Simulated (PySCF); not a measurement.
Gas-phase reaction: 5 AlCl + 3 HCl = AlH3 + 4 AlCl2

Method: PySCF energies (xtb for GFN2) plus ideal-gas RRHO corrections (1 bar). † marks an energy on the PBE0/def2-TZVP geometry and frequencies; other levels use their own. MP2 freezes the core. 6-31G* has spherical d functions here. Open shells (unrestricted): AlCl2 (multiplicity 2); the rest are closed-shell singlets. GFN2 has no spin-polarisation term. B3LYP is the form with VWN-RPA correlation. AlH3: computed as isolated molecules; such fragments, hydroxides, amides, oligomers or adducts are transient or little studied in the gas. MP2 isn't extrapolated to the basis-set limit; its ΔH°(298 K) is -301.8 kJ in def2-SVP and -292.5 kJ in def2-TZVPP. The harmonic model lacks anharmonicity and excited electronic states, which grow with temperature; levels with a mode under 35 cm⁻¹ are left out.

```tsv
level	ΔE electronic, kJ	ΔH°(298 K), kJ	ΔS°(298 K), J/K	ΔG°(2000 K), kJ
B3LYP/6-31G*	-231	-232	-333	416
GFN2-xTB	-792	-790	-316	-178
MP2/def2-SVP†	-299	-302	-333	348
PBE/def2-SVP	-270	-273	-331	370
PBE0/def2-QZVP†	-279	-281	-333	368
PBE0/def2-TZVP	-283	-285	-333	364
ωB97M-V/def2-TZVP†	-179	-182	-333	468
```
ΔH° is lowest at GFN2-xTB and highest at ωB97M-V/def2-TZVP†. No reference value is set beside these.
